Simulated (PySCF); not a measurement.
Reaction (SMILES): OO (H2O2) → [O-]O + H+
B3LYP-D3(BJ)/def2-TZVP geometries, fixed; electronic energies without zero-point terms.

Basis-set convergence of the deprotonation energy at M06-2X with PySCF. All functions are spherical. Density fitting with generated auxiliary sets. In sets without p functions on hydrogen, species with hydrogen take exact integrals. No added dispersion term, no relativity. Functions are those of the species that has most. Reference: the value in aug-cc-pVQZ, 383.99 kcal/mol, itself unsure by roughly 0.16 kcal/mol (its distance from def2-QZVPPD). Deviations are taken from unrounded values.

```
basis              functions
-----------------  ---------
def2-SV(P)                32
cc-pVDZ                   38
def2-SVP                  38
6-31+G*                   40
6-311+G**                 56
6-311++G(2d,2p)           74
def2-TZVP                 74
cc-pVTZ                   88
def2-TZVPP                90
6-311++G(3df,3pd)        114
cc-pVQZ                  170
def2-QZVPP               174
```

Q: Which is the smallest set listed that can be trusted to 2 kcal/mol here, that is, within that of the reference together with its larger relatives (same family, alike in diffuse functions; a set with none to test it counts only in the reference's own line)?

A: The smallest set listed that lies within 2 kcal/mol of the reference with all its larger relatives (same family, alike in diffuse functions; a set with none counts only in the reference's own line) is 6-311+G** (56 functions, -0.65 kcal/mol off). Value minus reference: def2-SV(P) 17.13, cc-pVDZ 23.37, def2-SVP 22.65, 6-31+G* -3.53, 6-311+G** -0.65, 6-311++G(2d,2p) 0.82, def2-TZVP 5.22, cc-pVTZ 11.01, def2-TZVPP 5.93, 6-311++G(3df,3pd) 1.53, cc-pVQZ 6.30, def2-QZVPP 2.83 kcal/mol.
